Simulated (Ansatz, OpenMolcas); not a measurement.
## A small benchmark: dipole moment

10 molecules holding an element from Na to Cl; the dipole moment in D, computed less measured. Shapes, held fixed at every level: PBE0-D4/def2-TZVP. No vibrational averaging. Dipoles are compared by magnitude; molecules under 1 D, whose direction can flip, are left out. Programs: Ansatz 0.2.0, OpenMolcas 26.06. Measured values: NIST CCCBDB.

Levels: A = r2SCAN-D4/def2-TZVPP; B = B3LYP/6-31G* (Cartesian functions); C = B3LYP-D4/def2-TZVPP; D = wB97M-V/def2-TZVPP.

```json
{"molecule": "HCl (SMILES Cl)", "measured": "1.08", "A": "+0.14", "B": "+0.38", "C": "+0.11", "D": "+0.11"}
{"molecule": "NS (Mononitrogen monosulfide)", "measured": "1.81", "A": "-0.01", "B": "-0.08", "C": "+0.08", "D": "+0.11"}
{"molecule": "SF2 (sulfur difluoride)", "measured": "1.05", "A": "-0.12", "B": "+0.09", "C": "+0.07", "D": "+0.10"}
{"molecule": "CHCl2F (dichlorofluoromethane)", "measured": "1.29", "A": "-0.06", "B": "+0.05", "C": "-0.04", "D": "-0.04"}
{"molecule": "SCl2O2 (sulfuryl chloride)", "measured": "1.81", "A": "-0.13", "B": "-0.33", "C": "+0.05", "D": "+0.14"}
{"molecule": "SiH3Cl (chlorosilane)", "measured": "1.31", "A": "-0.09", "B": "+0.37", "C": "-0.06", "D": "-0.07"}
{"molecule": "C2H3Cl (SMILES C=CCl)", "measured": "1.45", "A": "-0.09", "B": "+0.06", "C": "-0.10", "D": "-0.07"}
{"molecule": "C2H4Cl2 (1,1-dichloroethane)", "measured": "2.06", "A": "+0.03", "B": "+0.12", "C": "-0.04", "D": "-0.04"}
{"molecule": "C2H5Cl (SMILES CCCl)", "measured": "2.05", "A": "+0.05", "B": "+0.11", "C": "-0.01", "D": "-0.01"}
{"molecule": "C3H5Cl (SMILES C/C=C/Cl)", "measured": "1.97", "A": "-0.04", "B": "0.00", "C": "-0.10", "D": "-0.09"}
```

Task: Which level does best on this set, which worst, and which err to one side?

Result: 
| level | kind | mean error | mean absolute error | worst case |
| --- | --- | --- | --- | --- |
| r2SCAN-D4/def2-TZVPP | meta-GGA | -0.032 | 0.076 | HCl |
| B3LYP/6-31G* (Cartesian functions) | global hybrid | +0.077 | 0.159 | HCl |
| B3LYP-D4/def2-TZVPP | global hybrid | -0.004 | 0.066 | HCl |
| wB97M-V/def2-TZVPP | range-separated hybrid | +0.014 | 0.078 | SCl2O2 |

On this set B3LYP-D4/def2-TZVPP has the smallest mean absolute error and B3LYP/6-31G* (Cartesian functions) the largest. r2SCAN-D4/def2-TZVPP is too low in 7 of 10; B3LYP/6-31G* (Cartesian functions) is too high in 7 of 10. The levels differ in basis as well as in method. The tabulated value of HCl is in doubt (older tables, estimates, or at odds with other calculations) and kept here. Over the 9 molecules whose values aren't doubted the mean absolute errors are A 0.069; B 0.134; C 0.061; D 0.074. The smallest two are near a tie. Open shells run unrestricted. The set is small.
